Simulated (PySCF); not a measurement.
The dipole of `C=C[P@H](=O)CC` from its density and from atomic charges.

Coordinates (GFN2-xTB, Å) and charges (e) from the PBE0/pcSseg-1 density (PySCF):

| atom | x | y | z | Mulliken | IAO | Hirshfeld | ESP-fitted |
| --- | --- | --- | --- | --- | --- | --- | --- |
| C1 | 2.839 | -0.063 | 0.195 | -0.1156 | -0.2608 | -0.0646 | -0.2116 |
| C2 | 1.738 | -0.691 | -0.180 | -0.4785 | -0.4345 | -0.1012 | -0.4173 |
| P3 | 0.281 | 0.289 | -0.609 | +0.8876 | +1.4191 | +0.4095 | +0.8126 |
| O4 | 0.475 | 1.739 | -0.568 | -0.6162 | -0.9266 | -0.3959 | -0.6195 |
| C5 | -1.090 | -0.325 | 0.447 | -0.5117 | -0.5109 | -0.1093 | -0.1309 |
| C6 | -2.373 | 0.381 | 0.035 | -0.2876 | -0.4201 | -0.1142 | -0.2562 |
| H7 | 2.848 | 1.016 | 0.232 | +0.1486 | +0.1722 | +0.0534 | +0.1650 |
| H8 | 3.748 | -0.575 | 0.470 | +0.1302 | +0.1594 | +0.0575 | +0.1581 |
| H9 | 1.666 | -1.768 | -0.240 | +0.1347 | +0.1579 | +0.0494 | +0.1805 |
| H10 | -0.066 | -0.197 | -1.873 | +0.0119 | -0.1101 | -0.0114 | -0.0551 |
| H11 | -0.826 | -0.078 | 1.479 | +0.1633 | +0.1585 | +0.0497 | +0.0830 |
| H12 | -1.182 | -1.407 | 0.358 | +0.1440 | +0.1481 | +0.0448 | +0.0432 |
| H13 | -2.651 | 0.103 | -0.980 | +0.1172 | +0.1395 | +0.0410 | +0.0690 |
| H14 | -3.192 | 0.125 | 0.704 | +0.1288 | +0.1486 | +0.0459 | +0.0896 |
| H15 | -2.221 | 1.458 | 0.063 | +0.1432 | +0.1598 | +0.0456 | +0.0897 |

Question: What dipole does each set of charges give (1 e·Å = 4.803 D), and what does the density give?

Answer: The full density gives (-0.29, -3.61, 0.65) D, 3.68 D in size; dipole vectors point from the negative to the positive end.

```csv
scheme,μx,μy,μz,size (D),share of the full size (%),angle to the full dipole (°)
Mulliken,-0.83,-2.70,-0.22,2.84,77,19
IAO,-0.63,-4.84,-0.02,4.88,133,11
Hirshfeld,-0.20,-2.68,0.30,2.71,74,4
ESP-fitted,-0.30,-3.58,0.65,3.65,99,0
```

Question: Which set comes closest?

Answer: Length of the difference vector: ESP-fitted 0.03 D, Hirshfeld 0.99 D, Mulliken 1.37 D, IAO 1.44 D. Closest: ESP-fitted. 

Question: What is left for the Hirshfeld atoms' own dipoles?

Answer: The shares of the density sum to the whole, so what Σ q r misses lies in dipoles about the nuclei. The atomic dipoles sum to (-0.29, -3.61, 0.65) − (-0.20, -2.68, 0.30) = (-0.09, -0.93, 0.35) D, 0.99 D in size.

Question: With the origin at the mean of the coordinates, (0.000, 0.001, -0.031) Å, which are the largest single terms, by size, of the IAO dipole along the direction of the full one?

Answer: O4 +8.18, P3 -2.78, C5 -1.20, H9 +1.19, H12 +1.10 D; all 15 atoms together +4.79 D. The single terms depend on the origin, their sum doesn't.

Question: Give the size of the full dipole in other units.

Answer: 3.68 D = 1.446 au = 0.765 e·Å = 12.26 × 10⁻³⁰ C·m.

Isolated species at its GFN2-xTB geometry (one conformer only).

These values come from a run that also computed NMR shieldings. Cost: about 50 s of CPU time on one thread; the machine was shared, so the figure is rough.

Shape of the structure used: `[CH2:1]=[CH:2][P@H:3](=[O:4])[CH2:5][CH3:6]`: C1–C2–P3–O4 3°, C2–P3–C5–C6 -175°.
